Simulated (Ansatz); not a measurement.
Down a group: atomization energies of Cl–BH–Cl, Cl–AlH–Cl

Ansatz 0.2.0, basis cc-pVTZ; geometries are PBE0/def2-TZVP minima. Wave-function levels freeze the cores; HF, MP2 and coupled cluster are restricted for singlets and unrestricted otherwise, atoms included. The reference is CCSDT(Q) (coupled cluster only where its series has nearly closed). An error is the level's value less the reference. None of these values is a measured one. Energies are electronic, without zero-point terms. No spin–orbit coupling and no scalar relativity. The species are chosen: bound, without strong static correlation by their natural occupations or amplitudes, in their lowest spin state as far as vertical gaps and like structures tell, and with a ladder that closes on the reference, so errors are smaller than for species at large; levels whose determinant breaks symmetry or spin markedly are left out.

| species | bonds (Å) | quantity | symmetry of the states | reference | value (kJ/mol) | error HF | error MP2 | error CCSD | error CCSD(T) | error CCSDT |
| --- | --- | --- | --- | --- | --- | --- | --- | --- | --- | --- |
| Cl–BH–Cl, singlet | B–Cl 1.734, B–H 1.187, angles at B 120/121° | atomization | A1 | CCSDT(Q) | 1268.3 | -250.8 | 52.7 | -25.1 | -0.1 | -1.8 |
| Cl–AlH–Cl, singlet | Al–Cl 2.083, Al–H 1.564, angles at Al 118/121° | atomization | A1 | CCSDT(Q) | 1125.7 | -209.9 | 39.7 | -17.4 | 0.4 | -1.4 |

The reference falls from B to Al, by 142.6 kJ/mol in all.
